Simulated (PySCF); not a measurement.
Electron affinity of P by level of theory

P⁻ [Ne] 3s2 3p4 (3P) → P [Ne] 3s2 3p3 (4S), as a difference of total energies. Calculation: PySCF 2.14, in aug-cc-pwCVTZ; no relativity, point nucleus. Correlated levels: valence: [Ne] frozen. The calculations carry no spin-orbit coupling.

| method | electron affinity (eV) | plus first-order spin-orbit estimate | error of that sum (eV) |
| --- | --- | --- | --- |
| UHF | -0.322 | -0.311 | -1.058 |
| MP2 (valence) | 0.469 | 0.480 | -0.267 |
| SCS-MP2 (valence) | 0.540 | 0.552 | -0.195 |
| CCSD (valence) | 0.548 | 0.559 | -0.188 |
| CCSD(T) (valence) | 0.616 | 0.628 | -0.119 |

Reference: 0.747 eV (measured; photodetachment measurements, as compiled on the Wikipedia data page of electron affinities).

A first-order spin-orbit estimate (lowest level to lowest level, LS coupling) adds 0.012 eV.

Errors of the correlated levels include the incompleteness of this basis and the frozen core.

A negative affinity means that the anion lies above the atom at that level of theory.
